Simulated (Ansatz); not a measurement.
Reaction (formal loss of a carbene): CH₃OH → `[CH2]` (triplet) + H₂O

Program: Ansatz. Geometries: PBE0-D4/def2-TZVP. ΔE: electronic, gas phase. CCSD(T)/CBS is frozen-core, at the limit of the def2 triple- and quadruple-zeta sets. DFT in def2-TZVPP. Triplets are unrestricted, without spin–orbit coupling.

**Question.** Is it downhill or uphill in electronic energy at CCSD(T)/CBS, and by how much? (An estimate is asked.)

**Answer.** Ansatz gave: Uphill: ΔE = +3.87 eV.

**Question.** What do these levels give: BLYP-D4, r2SCANh, RPA@PBE/def2-TZVPP, SCS-MP2/def2-TZVPP, MP2/def2-QZVPP, MP2/cc-pV(T+d)Z? (Estimate.)

**Answer.** Ansatz gave: BLYP-D4 3.91, r2SCANh 3.68, RPA@PBE/def2-TZVPP 3.80, SCS-MP2/def2-TZVPP 3.95, MP2/def2-QZVPP 3.92, MP2/cc-pV(T+d)Z 3.90 eV.

**Question.** What do rigid-rotor, harmonic-oscillator terms from PBE0-D4/def2-TZVP frequencies (298.15 K, 1 bar) make of the CCSD(T)/CBS value? (Best estimate.)

**Answer.** The calculation gave: ΔZPE = -0.34 eV, ΔH = +3.62 eV, ΔS = 146 J/(mol·K), ΔG = +3.17 eV. Open shells count their whole term as degenerate.

Largest T1 diagnostic among the species: 0.011.

The D4 term adds +0.04 eV with B3LYP and +0.02 eV with PBE0; it sums over pairs of atoms, weighted by their polarisabilities, and B3LYP, whose exchange is more repulsive, gets the larger term. In def2-TZVPP, CCSD(T) changes the Hartree–Fock value by +1.25 eV (the triples alone add +0.10 eV) and MP2 by +1.32 eV.

B3LYP here is the variant with VWN-RPA as its local correlation; programs differ in this.
